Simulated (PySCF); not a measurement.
An unknown shows these calculated signals:

1H NMR (400 MHz, computed): δ 6.46 (m, 2H).

13C{1H} NMR (computed): δ 145.6 (CH).

PySCF 2.14 calculation with coordinates at the GFN2-xTB level and shielding tensors at PBE0/pcSseg-1 (GIAO); averaged over atoms made equivalent by symmetry, fast rotation or ring inversion, non-relativistic Hamiltonian, one conformer, gas phase.

Referencing at the same level of theory: 1H (σref 31.72) and 13C (σref 186.93) vs TMS.

Problem. Which of these does the molecule contain: a vinyl group CH=CH2, an N-methyl group, a (CH3)2CH unit, a non-aromatic C=C double bond?

Solution. 
- A vinyl group CH=CH2: no.
- An N-methyl group: no.
- A (CH3)2CH unit: no.
- A non-aromatic C=C double bond: yes.

The data belong to SMILES F/C=C\F, C₂H₂F₂; they needn't prove each group on their own.

Carbon signals by region: 1 in the sp2 and nitrile region (100–160 ppm).

Splittings by 19F in the carbon and heteronuclear signals aren't shown, as no couplings were computed. Shifts are as computed. Against solution values, carbons near 30 ppm lie about +3 ppm off and those near 130 ppm about +5 ppm (rms about the fit 2.1 ppm; single classes can miss by 10 ppm). Of 1328 compounds with measured shifts, 309 miss one by over three times the rms of a fit or turn the order of signals round; such compounds aren't used in these exercises. Signals without a measured value on file couldn't be tested in this way; 1H shifts scatter by 0.2 ppm about their fit, and single ones miss by 0.5 ppm.
